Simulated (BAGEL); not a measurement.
# HF/STO-3G (density fitting with qzvpp-jkfit) run of C3H7F (2-fluoropropane)

What is the energy change on altering one bond length of C3H7F (2-fluoropropane) at HF/STO-3G (density fitting with qzvpp-jkfit)? 

Program for the calculation: BAGEL 1.2.2.

4 further runs of the same task are left out: 2 that didn't finish, 2 set aside as unsound or not needed. Runs told in other sessions of the task aren't counted.

## Step 1: The structure to begin with

C3H7F: 11 atoms, total charge 0, spin state singlet. As SMILES, `CC(C)F`. The shape is that of a PBE0-D4/def2-TZVP optimisation.

Bond lengths: C1–C2 1.508 Å, C2–C3 1.508 Å, C2–F4 1.396 Å, C1–H5 1.091 Å, C1–H6 1.092 Å, C1–H7 1.092 Å, C2–H8 1.096 Å, C3–H9 1.092 Å, C3–H10 1.091 Å, C3–H11 1.092 Å. Some angles: C1–C2–C3 113.9°, C1–C2–F4 108.3°, C3–C2–F4 108.3°, C1–C2–H8 110.1°, C3–C2–H8 110.1°, F4–C2–H8 105.9°, C2–C1–H5 110.6°, C2–C1–H6 110.3°, C2–C1–H7 110.4°, C2–C3–H9 110.4°.

## Step 2: A single-point energy at HF/STO-3G (density fitting with qzvpp-jkfit)

File input.json:

```json
{ "bagel" : [

{
  "title" : "molecule",
  "basis" : "sto-3g",
  "df_basis" : "qzvpp-jkfit",
  "angstrom" : true,
  "geometry" : [
    { "atom" : "C", "xyz" : [   -0.234500,    1.045100,   -0.703000 ] },
    { "atom" : "C", "xyz" : [   -0.479600,   -0.306600,   -0.081300 ] },
    { "atom" : "C", "xyz" : [    0.626400,   -0.766200,    0.834700 ] },
    { "atom" : "F", "xyz" : [   -0.614100,   -1.242400,   -1.108400 ] },
    { "atom" : "H", "xyz" : [   -1.041900,    1.303400,   -1.390000 ] },
    { "atom" : "H", "xyz" : [   -0.180600,    1.814100,    0.071000 ] },
    { "atom" : "H", "xyz" : [    0.707700,    1.043900,   -1.256000 ] },
    { "atom" : "H", "xyz" : [   -1.436600,   -0.307200,    0.453700 ] },
    { "atom" : "H", "xyz" : [    1.578500,   -0.788700,    0.299400 ] },
    { "atom" : "H", "xyz" : [    0.417300,   -1.766700,    1.216600 ] },
    { "atom" : "H", "xyz" : [    0.722800,   -0.085600,    1.683800 ] }
  ]
},
{
  "title" : "hf"
},
{
  "title" : "print",
  "file" : "orbitals.molden",
  "orbitals" : true
}

]}
```

Command:

```sh
$ BAGEL_NUM_THREADS=1 BAGEL input.json > input.out
```

Output:

```text
* using 1 threads per process

  ===============================================================
  ===============================================================

  *** Geometry ***

  { "atom" : "C", "xyz" : [     -0.443141,      1.974953,     -1.328477 ] },
  { "atom" : "C", "xyz" : [     -0.906313,     -0.579390,     -0.153635 ] },
  { "atom" : "C", "xyz" : [      1.183724,     -1.447908,      1.577354 ] },
  { "atom" : "F", "xyz" : [     -1.160481,     -2.347796,     -2.094572 ] },
  { "atom" : "H", "xyz" : [     -1.968906,      2.463069,     -2.626719 ] },
  { "atom" : "H", "xyz" : [     -0.341285,      3.428152,      0.134171 ] },
  { "atom" : "H", "xyz" : [      1.337359,      1.972685,     -2.373496 ] },
  { "atom" : "H", "xyz" : [     -2.714781,     -0.580524,      0.857369 ] },
  { "atom" : "H", "xyz" : [      2.982933,     -1.490427,      0.565784 ] },
  { "atom" : "H", "xyz" : [      0.788583,     -3.338579,      2.299041 ] },
  { "atom" : "H", "xyz" : [      1.365894,     -0.161761,      3.181921 ] },

  Number of auxiliary basis functions:      428

  Since a DF basis is specified, we compute 2- and 3-index integrals:
    o Being stored without compression. Storage requirement is 0.002 GB

  Number of basis functions:       27
  Number of electrons      :       34

    * METHOD: MOLECULE                             0.11

  *** RHF ***

  === Nuclear Repulsion ===
   133.0585992146

      * DIIS with orbital gradients will be used.

  === RHF iteration (sto-3g) ===
      0       -214.25778547          0.01688103           0.01
      1       -214.33021838          0.00414020           0.01
      2       -214.33453261          0.00100758           0.01
      3       -214.33493643          0.00010919           0.01
      4       -214.33494188          0.00002053           0.01
      5       -214.33494203          0.00000308           0.01
      6       -214.33494203          0.00000054           0.01
      7       -214.33494203          0.00000020           0.01
      8       -214.33494203          0.00000006           0.01
      9       -214.33494203          0.00000001           0.01
     10       -214.33494203          0.00000000           0.01
    * SCF iteration converged.

    * Permanent dipole moment:
           (   -0.084550,    -0.341416,    -0.354885) a.u.

    * METHOD: HF                                   0.18

    * METHOD: PRINT                                0.00

  ===============================================================
```

Wall time 0.46 s (1 thread of Arm Neoverse V2, shared host).

## Step 3: The distorted shape, same level

File job.json:

```json
{ "bagel" : [

{
  "title" : "molecule",
  "basis" : "sto-3g",
  "df_basis" : "qzvpp-jkfit",
  "angstrom" : true,
  "geometry" : [
    { "atom" : "C", "xyz" : [   -0.375854,    1.045280,   -0.620036 ] },
    { "atom" : "C", "xyz" : [   -0.620954,   -0.306420,    0.001664 ] },
    { "atom" : "C", "xyz" : [    0.485046,   -0.766020,    0.917664 ] },
    { "atom" : "F", "xyz" : [   -0.755454,   -1.242220,   -1.025436 ] },
    { "atom" : "H", "xyz" : [   -1.183254,    1.303580,   -1.307036 ] },
    { "atom" : "H", "xyz" : [   -0.321954,    1.814280,    0.153964 ] },
    { "atom" : "H", "xyz" : [    0.707700,    1.043900,   -1.256000 ] },
    { "atom" : "H", "xyz" : [   -1.577954,   -0.307020,    0.536664 ] },
    { "atom" : "H", "xyz" : [    1.437146,   -0.788520,    0.382364 ] },
    { "atom" : "H", "xyz" : [    0.275946,   -1.766520,    1.299564 ] },
    { "atom" : "H", "xyz" : [    0.581446,   -0.085420,    1.766764 ] }
  ]
},
{ "title" : "hf" },
{ "title" : "print", "file" : "orbitals.molden", "orbitals" : true }

]}
```

Command:

```sh
$ BAGEL_NUM_THREADS=1 BAGEL job.json > job.out
```

Output:

```text
* using 1 threads per process

  ===============================================================
  ===============================================================

  *** Geometry ***

  { "atom" : "C", "xyz" : [     -0.710261,      1.975293,     -1.171698 ] },
  { "atom" : "C", "xyz" : [     -1.173433,     -0.579050,      0.003145 ] },
  { "atom" : "C", "xyz" : [      0.916604,     -1.447568,      1.734134 ] },
  { "atom" : "F", "xyz" : [     -1.427601,     -2.347456,     -1.937793 ] },
  { "atom" : "H", "xyz" : [     -2.236026,      2.463409,     -2.469940 ] },
  { "atom" : "H", "xyz" : [     -0.608405,      3.428492,      0.290950 ] },
  { "atom" : "H", "xyz" : [      1.337359,      1.972685,     -2.373496 ] },
  { "atom" : "H", "xyz" : [     -2.981901,     -0.580184,      1.014148 ] },
  { "atom" : "H", "xyz" : [      2.715812,     -1.490087,      0.722563 ] },
  { "atom" : "H", "xyz" : [      0.521462,     -3.338239,      2.455820 ] },
  { "atom" : "H", "xyz" : [      1.098774,     -0.161420,      3.338700 ] },

  Number of auxiliary basis functions:      428

  Since a DF basis is specified, we compute 2- and 3-index integrals:
    o Being stored without compression. Storage requirement is 0.002 GB

  Number of basis functions:       27
  Number of electrons      :       34

    * METHOD: MOLECULE                             0.11

  *** RHF ***

  === Nuclear Repulsion ===
   132.4592157773

      * DIIS with orbital gradients will be used.

  === RHF iteration (sto-3g) ===
      0       -214.23638637          0.01715532           0.01
      1       -214.31063651          0.00427499           0.01
      2       -214.31518523          0.00103175           0.01
      3       -214.31560560          0.00010875           0.01
      4       -214.31561109          0.00002045           0.01
      5       -214.31561123          0.00000275           0.01
      6       -214.31561123          0.00000048           0.01
      7       -214.31561123          0.00000016           0.01
      8       -214.31561123          0.00000005           0.01
      9       -214.31561123          0.00000001           0.01
     10       -214.31561123          0.00000000           0.01
    * SCF iteration converged.

    * Permanent dipole moment:
           (   -0.067966,    -0.337303,    -0.365662) a.u.

    * METHOD: HF                                   0.16

    * METHOD: PRINT                                0.00

  ===============================================================
```

It took 0.44 s on 1 thread of Arm Neoverse V2, shared host.

## Step 4: Summary of results

Level: HF/STO-3G (density fitting with qzvpp-jkfit).

| quantity | value |
| --- | --- |
| first shape: total energy | -214.33494 Eh |
| first shape: dipole moment | 1.27 D |
| first shape: HOMO energy | -10.69 eV |
| first shape: LUMO energy | 14.69 eV |
| first shape: HOMO–LUMO gap | 25.38 eV |
| distorted shape: total energy | -214.31561 Eh |
| distorted shape: dipole moment | 1.28 D |
| distorted shape: HOMO energy | -10.64 eV |
| distorted shape: LUMO energy | 14.16 eV |
| distorted shape: HOMO–LUMO gap | 24.80 eV |
| energy change with the C1–H7 bond stretched from 1.092 to 1.256 Å | 0.526 eV |

In words: With the C1–H7 bond stretched from 1.092 to 1.256 Å the energy rises by 0.53 eV (12.1 kcal/mol). The first shape isn't relaxed at this level, so the change isn't measured from a minimum. The minimal basis adds a large error of its own.
